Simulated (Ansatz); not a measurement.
**Relative stability**

Two relaxed structures of CH$_{3}$OS (charge +1), closed shell (PBE0-D4/def2-TZVP; forces vanish, vibrations not checked).

A:

O1  (-0.757, -0.884, -0.805)
C2  (-0.187, 0.097, -0.220)
S3  (1.063, -0.093, 0.851)
H4  (-1.475, -0.623, -1.407)
H5  (-0.515, 1.120, -0.414)
H6  (1.108, -1.444, 0.769)
(Å)

B:

```
6
angstrom
O -1.0089 -0.5463 -1.0033
C 0.8453 -0.1529 0.9135
S -0.0867 0.3628 -0.1408
H -0.9198 -1.4969 -0.7877
H -0.4948 1.5379 -0.7234
H 1.5563 0.2643 1.6145
```

Computed with Ansatz 0.2.0 (basis: def2-TZVPP); correlated methods freeze the cores. B3LYP uses VWN-RPA correlation.

(1) Which structure is lower at CCSD(T), and by how much? (Judge from chemistry; the value comes from the calculation.)

T1 diagnostic: at most 0.026. The T1 diagnostic is large here, which may signal multireference character or strong orbital relaxation, so CCSD(T) is less sure.

## Answers

(1) By the calculation: A, by 101.42 kcal/mol (electronic energy, against the other). By their contacts, A is CH₃OS ([OH][CH][SH]), total charge +1 and B is CH₃OS ([CH][SH][OH]), total charge +1.

All methods give the same order:

| method | E(B) − E(A) (kcal/mol) |
| --- | --- |
| PBE-D4 | 96.75 |
| r2SCAN-D4 | 97.81 |
| PBE0-D4 | 100.68 |
| B3LYP-D4 | 101.16 |
| wB97M-V | 101.93 |
| HF | 111.55 |
| MP2 | 101.84 |
| CCSD | 103.47 |
| CCSD(T) | 101.42 |

Labels in which every atom is bracketed show which atoms are joined, not bond orders.

For scale, one of the runs: CCSD(T)/def2-TZVPP, 146 basis functions, launched by `ansatz run in.yaml --threads 2 --pin off --events-out ev --progress --plain --max-ram 4352MiB`. Time: 12 s of wall clock on 2 CPU threads of an Intel Xeon Platinum 8259CL; the host was shared. Peak host memory: 0.89 GiB.
